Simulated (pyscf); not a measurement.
PySCF, gas phase, ωB97X-D3(BJ)/def2-SVP geometries.

### Question
For H₂N–NH₂ (SMILES NN) + SiH₂ (SMILES [SiH2]) [singlet] → H₂N–NH–SiH: (SMILES NN[SiH]) [singlet] + H₂ (SMILES [H][H]), a four-centre exchange (singlet surface; H–N, H–Si broken, N–Si, H–H formed), PBE/def2-TZVP gives ΔE‡ = -4.1 kcal/mol and ΔE = -28.4 kcal/mol (zero: the separated reactants). In which direction and how far do r²SCAN/def2-TZVP, B3LYP-D3(BJ)/def2-TZVP, ωB97M-D3(BJ)/def2-TZVP move these?

### Answer
r²SCAN: ΔE‡ = -3.5 kcal/mol, ΔE = -29.7 kcal/mol; B3LYP-D3(BJ): ΔE‡ = 1.6 kcal/mol, ΔE = -27.8 kcal/mol; ωB97M-D3(BJ): ΔE‡ = 2.5 kcal/mol, ΔE = -26.6 kcal/mol. PBE's barrier lies under all of them, by 0.6 to 6.6 kcal/mol. Its reaction energy lies among theirs. On the reactant side the descent ends in an adduct with a N–Si contact, 35.7 kcal/mol under the separated species and 37.1 kcal/mol under the saddle at ωB97X-D3(BJ)/def2-TZVP. At PBE, r²SCAN the saddle lies under the separated reactants, which points to a path from their complex (located at ωB97X-D3(BJ) alone). What is counted as formed (N–Si) is already present as a longer contact in the reactant adduct; forming that adduct is a step of its own. At the saddle there is also a short H–Si contact that neither side keeps. H₂N–NH–SiH: [singlet] lies 64.2 kcal/mol over its isomer H₂N–Si:–NH₂ [singlet] (electronic energy, ωB97M-D3(BJ)/def2-TZVP). This is the saddle that the search found; another between the same sides may lie lower.
